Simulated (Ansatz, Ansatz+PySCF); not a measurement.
```yaml
atoms:
  - { symbol: C, position_ang: [0.0000, 0.0000, 0.0000] }
  - { symbol: F, position_ang: [0.6988, 0.6988, 0.6988] }
  - { symbol: F, position_ang: [0.6988, -0.6988, -0.6988] }
  - { symbol: F, position_ang: [-0.6988, 0.6988, -0.6988] }
  - { symbol: F, position_ang: [-0.6988, -0.6988, 0.6988] }
```

RHF on singlet CF₄ was run in several spherical basis sets with Ansatz (development build ahead of 0.2.0). Caution for RHF: no unrestricted run beside it, a lower state can exist.

(1) Rank the basis sets by the total energy that they give, lowest first, with the distance from the lowest.
A. 6-31G
B. cc-pVTZ
C. def2-SVP
D. STO-3G
E. 6-31G(d)
F. cc-pVDZ
G. def2-TZVP

Answers

(1) G (0.00 eV), B (0.68 eV), F (4.91 eV), E (5.68 eV), A (11.18 eV), C (14.85 eV), D (173.38 eV).

Totals follow the description of the cores as much as that of the bonds, so this order isn't one of quality for chemistry.
